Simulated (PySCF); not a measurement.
# C₃H₆+ (doublet): open-shell or spin-flip excitations

Aim: compute the open-shell or spin-flip excitations of C₃H₆+ (doublet) (`[CH2][CH+]C`).

Computed with PySCF 2.14.0 and routines of our own; the level stands in each step. Atoms count from 0.

### Step 1. The starting structure

9 atoms, charge 1, multiplicity 2; geometry from: GFN2-xTB.

### Step 2. Open-shell or spin-flip excitations: unrestricted TDA B3LYP/def2-SVPD

The job: settings as JSON, then the geometry in Å.

```
{"job": {"kind": "uabs", "xc": "B3LYP", "basis": "def2-SVPD", "nstates": 10, "tda": true}, "charge": 1, "multiplicity": 2}
C      1.405705    -0.044571    -0.101266
C      0.149317    -0.386225     0.267796
C     -1.090530     0.264068    -0.107533
H      1.676010     0.970549    -0.376694
H      2.221769    -0.759106    -0.116660
H      0.036501    -1.252748     0.926641
H     -1.827209    -0.450172    -0.506730
H     -1.599325     0.592240     0.813766
H     -0.958676     1.071958    -0.824500
```

Level: unrestricted TDA B3LYP/def2-SVPD, vertical, gas phase, core orbitals frozen in the response.

The run is started by

```bash
$ OMP_NUM_THREADS=1 python excited_run.py task.json out
```

This one command runs all jobs of the session in turn.

The log of the run:

```text
coarse grid: 6984 points
cycle   1  E = -117.4369197653  dE =  4.218e-01  |g| = 1.597e-01  |ddm| = 2.999e+00
cycle   2  E = -117.4306538390  dE =  6.266e-03  |g| = 1.962e-01  |ddm| = 8.504e-01
cycle   3  E = -117.4522757263  dE = -2.162e-02  |g| = 2.093e-02  |ddm| = 2.974e-01
cycle   4  E = -117.4525460749  dE = -2.703e-04  |g| = 5.102e-03  |ddm| = 5.827e-02
cycle   5  E = -117.4525622300  dE = -1.616e-05  |g| = 2.302e-03  |ddm| = 1.488e-02
cycle   6  E = -117.4525660814  dE = -3.851e-06  |g| = 1.231e-03  |ddm| = 5.394e-03
final grid: 65856 points
cycle   7  E = -117.4760938988  dE = -2.076e-05  |g| = 2.967e-03  |ddm| = 4.031e-02
cycle   8  E = -117.4760936370  dE =  2.618e-07  |g| = 3.142e-03  |ddm| = 8.771e-03
cycle   9  E = -117.4760986593  dE = -5.022e-06  |g| = 2.587e-04  |ddm| = 4.209e-03
cycle  10  E = -117.4760986956  dE = -3.622e-08  |g| = 9.860e-05  |ddm| = 4.789e-04
cycle  11  E = -117.4760987022  dE = -6.617e-09  |g| = 2.583e-05  |ddm| = 1.815e-04
cycle  12  E = -117.4760987030  dE = -8.019e-10  |g| = 1.041e-05  |ddm| = 1.022e-04
converged SCF energy = -117.4760987030

Static polarisability (au): isotropic 34.254, principal 23.916 29.645 49.201

<S^2> of the reference = 0.7533 (exact 0.7500)

Excitations
state   eV       nm        f      <S^2>   main configurations
  1   3.1419    394.6   0.00052   0.776   Hb->Lb 0.93
  2   3.7500    330.6   0.00806   0.773   H-1b->Lb 0.73, H-2b->Lb 0.20
  3   4.6039    269.3   0.03863   0.811   H-2b->Lb 0.68, H-1b->Lb 0.18
  4   5.1557    240.5   0.03067   0.808   H-3b->Lb 0.74, Ha->La 0.14
  5   5.5324    224.1   0.09534   0.770   Ha->La 0.61, H-3b->Lb 0.19, H-4b->Lb 0.11
  6   6.4221    193.1   0.05181   0.825   H-4b->Lb 0.81, Ha->La 0.09
  7   6.8949    179.8   0.03299   2.178   H-1a->La 0.86
  8   7.5577    164.1   0.02583   2.112   H-2a->La 0.79
  9   8.1371    152.4   0.04209   1.258   Hb->L+1b 0.66, H-5b->Lb 0.18
 10   8.2580    150.1   0.01003   2.215   H-3a->La 0.54, H-5b->Lb 0.14, H-2b->L+1b 0.11
```

Run time: 10 s. Hardware: 1 thread of Intel Xeon Platinum 8488C, shared host; peak memory 0.45 GiB.

From this job:

| quantity | value |
| --- | --- |
| ⟨S²⟩ | 0.753 |

Löwdin spin populations:

```csv
atom,value (e)
C0,0.47
C1,0.31
C2,0.07
H3,0.03
H4,0.03
H5,0.02
H6,0.02
H7,0.04
H8,0.00
```

With diffuse functions Löwdin's scheme smears the spin, so small populations can have the wrong sign.

### Step 3. Open-shell or spin-flip excitations: unrestricted TDA B3LYP/def2-SVPD in water

The job, as its differences from that of step 2:

```diff
@@ -1,2 +1,2 @@
-{"job": {"kind": "uabs", "xc": "B3LYP", "basis": "def2-SVPD", "nstates": 10, "tda": true}, "charge": 1, "multiplicity": 2}
+{"job": {"kind": "uabs", "xc": "B3LYP", "basis": "def2-SVPD", "nstates": 10, "tda": true, "solvent": "water", "pol": false}, "charge": 1, "multiplicity": 2}
 C      1.405705    -0.044571    -0.101266
```

Method: unrestricted TDA B3LYP/def2-SVPD, vertical, IEF-PCM water (non-equilibrium linear response), core orbitals frozen in the response.

The log of the run:

```text
coarse grid: 6984 points
cycle   1  E = -117.5400064302  dE =  3.190e-01  |g| = 1.505e-01  |ddm| = 2.999e+00
cycle   2  E = -117.5380883538  dE =  1.918e-03  |g| = 1.670e-01  |ddm| = 7.829e-01
cycle   3  E = -117.5530689396  dE = -1.498e-02  |g| = 1.755e-02  |ddm| = 2.431e-01
cycle   4  E = -117.5532633621  dE = -1.944e-04  |g| = 2.849e-03  |ddm| = 4.723e-02
cycle   5  E = -117.5532717172  dE = -8.355e-06  |g| = 1.157e-03  |ddm| = 9.355e-03
final grid: 65856 points
cycle   6  E = -117.5768034755  dE = -2.070e-05  |g| = 2.903e-03  |ddm| = 4.099e-02
cycle   7  E = -117.5768024803  dE =  9.952e-07  |g| = 3.254e-03  |ddm| = 9.152e-03
cycle   8  E = -117.5768081301  dE = -5.650e-06  |g| = 3.418e-04  |ddm| = 4.565e-03
cycle   9  E = -117.5768081899  dE = -5.980e-08  |g| = 6.594e-05  |ddm| = 4.815e-04
cycle  10  E = -117.5768081973  dE = -7.373e-09  |g| = 3.565e-05  |ddm| = 2.491e-04
cycle  11  E = -117.5768081985  dE = -1.170e-09  |g| = 1.239e-05  |ddm| = 1.076e-04
cycle  12  E = -117.5768081986  dE = -1.152e-10  |g| = 6.261e-06  |ddm| = 3.721e-05
converged SCF energy = -117.5768081986

<S^2> of the reference = 0.7533 (exact 0.7500)

Excitations
state   eV       nm        f      <S^2>   main configurations
  1   3.1838    389.4   0.00068   0.775   Hb->Lb 0.92
  2   3.8268    324.0   0.00859   0.771   H-1b->Lb 0.76, H-2b->Lb 0.16
  3   4.6689    265.6   0.04735   0.809   H-2b->Lb 0.73, H-1b->Lb 0.15
  4   5.1589    240.3   0.05670   0.805   H-3b->Lb 0.60, Ha->La 0.26
  5   5.4949    225.6   0.08954   0.763   Ha->La 0.54, H-3b->Lb 0.33
  6   6.4042    193.6   0.05400   0.835   H-4b->Lb 0.84
  7   6.9089    179.5   0.03528   2.179   H-1a->La 0.87
  8   7.5961    163.2   0.02578   2.076   H-2a->La 0.81
  9   8.1578    152.0   0.05495   1.221   Hb->L+1b 0.63, H-5b->Lb 0.20
 10   8.3178    149.1   0.01716   2.095   H-3a->La 0.51, H-5b->Lb 0.17, H-2b->L+1b 0.11
```

It took 8.8 s on 1 thread of Intel Xeon Platinum 8488C, shared host; peak memory 0.47 GiB.

From this job:

```csv
quantity,value
⟨S²⟩,0.753
```

### Step 4. Open-shell or spin-flip excitations: unrestricted TDA HSE06/aug-cc-pVDZ

The job, as its differences from that of step 3:

```diff
@@ -1,2 +1,2 @@
-{"job": {"kind": "uabs", "xc": "B3LYP", "basis": "def2-SVPD", "nstates": 10, "tda": true, "solvent": "water", "pol": false}, "charge": 1, "multiplicity": 2}
+{"job": {"kind": "uabs", "xc": "HSE06", "basis": "aug-cc-pVDZ", "nstates": 4, "tda": true, "scf": {"aux": "def2-universal-jkfit", "fallback": true}}, "charge": 1, "multiplicity": 2}
 C      1.405705    -0.044571    -0.101266
```

With the program's defaults for keys left out, this is: unrestricted TDA HSE06/aug-cc-pVDZ, vertical, gas phase, core orbitals frozen in the response.

The log of the run:

```text
final grid: 65856 points
cycle   1  E = -117.4089021144  dE =  4.585e-01  |g| = 1.579e-01  |ddm| = 5.170e+00
cycle   2  E = -117.4038991098  dE =  5.003e-03  |g| = 1.902e-01  |ddm| = 9.656e-01
cycle   3  E = -117.4245857316  dE = -2.069e-02  |g| = 2.438e-02  |ddm| = 4.313e-01
cycle   4  E = -117.4249625494  dE = -3.768e-04  |g| = 5.596e-03  |ddm| = 7.721e-02
cycle   5  E = -117.4249835432  dE = -2.099e-05  |g| = 2.442e-03  |ddm| = 2.014e-02
cycle   6  E = -117.4249878601  dE = -4.317e-06  |g| = 1.265e-03  |ddm| = 8.624e-03
cycle   7  E = -117.4249888061  dE = -9.460e-07  |g| = 3.524e-04  |ddm| = 4.147e-03
cycle   8  E = -117.4249889193  dE = -1.132e-07  |g| = 1.671e-04  |ddm| = 1.419e-03
cycle   9  E = -117.4249889391  dE = -1.980e-08  |g| = 3.078e-05  |ddm| = 6.133e-04
cycle  10  E = -117.4249889400  dE = -8.752e-10  |g| = 9.906e-06  |ddm| = 1.433e-04
converged SCF energy = -117.4249889400

Static polarisability (au): isotropic 34.340, principal 24.140 29.813 49.067

<S^2> of the reference = 0.7543 (exact 0.7500)

Excitations
state   eV       nm        f      <S^2>   main configurations
  1   3.2754    378.5   0.00050   0.786   Hb->Lb 0.90
  2   3.9044    317.5   0.00667   0.779   H-1b->Lb 0.69, H-2b->Lb 0.21
  3   4.7375    261.7   0.03507   0.835   H-2b->Lb 0.64, H-1b->Lb 0.19, Ha->La 0.09
  4   5.2483    236.2   0.05201   0.837   H-3b->Lb 0.57, Ha->La 0.25
```

Run time: 18 s. Hardware: 1 thread of Intel Xeon Platinum 8488C, shared host; peak memory 0.54 GiB.

Key values:

| quantity | value |
| --- | --- |
| ⟨S²⟩ | 0.754 |

### Step 5. Outcome

| quantity | value |
| --- | --- |
| lowest and brightest state of nearly pure spin, of 10 (step 2, unrestricted TDA B3LYP/def2-SVPD) | 3.14 eV; 5.53 eV, f = 0.095 |
| lowest and brightest state of nearly pure spin, of 10 (step 3, unrestricted TDA B3LYP/def2-SVPD in water) | 3.18 eV; 5.49 eV, f = 0.090 |
| lowest and brightest state of nearly pure spin, of 4 (step 4, unrestricted TDA HSE06/aug-cc-pVDZ) | 3.28 eV; 5.25 eV, f = 0.052 |

In words: States whose ⟨S²⟩ lies well above the reference's are mixtures of spin states, an artefact of the unrestricted response, and are left out of the summary. The lowest state of nearly pure spin runs from 3.14 to 3.28 eV over the runs.
